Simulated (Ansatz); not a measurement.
This geometry of C₂H₆N₂ (10 atoms, charge 0, multiplicity 1) is a first-order saddle point.

Computed with Ansatz 0.2.0, RKS PBE-D4/def2-SVP.

```xyz
10
Properties=species:S:1:pos:R:3
C -0.010 1.445 -0.695
N -0.443 0.106 -0.371
C 0.254 -0.571 0.454
N -0.066 -1.908 0.860
H 0.925 1.771 -0.174
H -0.819 2.167 -0.450
H 0.151 1.529 -1.791
H 1.180 -0.153 0.928
H -0.143 -2.484 0.008
H -1.029 -1.901 1.231
```

Which two structures does it join? (They come from a converged band through this point; their orientation in space is the band's.)

No bond is made or broken. The dihedral N2–C3–N4–H9 goes from 157 to -13°. The two ends are copies of one structure, up to a mirror image or an exchange of like atoms.

Image 0:

```xyz
10
Properties=species:S:1:pos:R:3
C -0.056 1.532 -0.600
N -0.594 0.241 -0.262
C 0.173 -0.600 0.324
N -0.259 -1.827 0.770
H 1.026 1.667 -0.341
H -0.625 2.340 -0.087
H -0.168 1.728 -1.690
H 1.248 -0.391 0.566
H 0.433 -2.565 0.892
H -1.177 -2.124 0.429
```

Image 6:

```xyz
10
Properties=species:S:1:pos:R:3
C -0.061 1.537 -0.588
N -0.570 0.214 -0.333
C 0.194 -0.622 0.265
N -0.154 -1.935 0.483
H 0.971 1.721 -0.193
H -0.734 2.305 -0.145
H -0.042 1.745 -1.682
H 1.226 -0.368 0.622
H -1.137 -2.165 0.327
H 0.307 -2.432 1.244
```

How far does it lie above each of them?

54.4 kJ/mol above the first and 54.4 kJ/mol above the second. This is the barrier of this one path; another mechanism may lie lower.

Time of the run: 2.5 min on 1 thread of Arm Neoverse N1, with other jobs on the host, peak memory 0.25 GiB.
